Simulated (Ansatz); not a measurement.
# Two structures, one formula

Two relaxed structures of SiH₂SO, singlet (PBE0-D4/def2-TZVP; forces vanish, vibrations not checked).

A:

O1  (0.343, -0.266, 1.427)
Si2  (-0.090, 0.417, -0.359)
S3  (1.389, -1.116, 0.286)
H4  (-1.254, -0.579, -0.429)
H5  (-0.332, -0.898, 1.713)
(Å)

B:

```
5
angstrom
O 0.0036 -0.2928 1.3401
Si -0.1533 0.1774 -0.2396
S 1.2808 -1.1422 0.4292
H -1.3387 -0.3149 -0.9690
H 0.2076 1.5725 -0.5607
```

Computed with Ansatz 0.2.0 (basis: def2-TZVPP); correlated methods freeze the cores. B3LYP uses VWN-RPA correlation.

(1) Which structure is lower at CCSD(T), and by how much? (To be estimated.)

No T1 diagnostic of these runs exceeds 0.017.

Results:

(1) The calculation gives: B, by 1.313 eV (electronic energy, against the other). By their contacts, A is SiH₂SO ([OH]1[SiH][S]1) and B is SiH₂SO ([O]1[SiH2][S]1).

All methods give the same order:

```
   method  E(B) − E(A) (eV)
   PBE-D4            -1.227
r2SCAN-D4            -1.466
  PBE0-D4            -1.292
 B3LYP-D4            -1.285
  wB97M-V            -1.213
       HF            -1.439
      MP2            -1.474
     CCSD            -1.310
  CCSD(T)            -1.313
```

Labels in which every atom is bracketed show which atoms are joined, not bond orders.

For scale, one of the runs: CCSD(T)/def2-TZVPP, 143 basis functions, launched by `ansatz run in.yaml --threads 2 --pin off --events-out ev --progress --plain --max-ram 4352MiB`. Hardware: 2 CPU threads of an Arm Neoverse V2, shared host. Wall time 13 s; peak host memory 0.77 GiB.
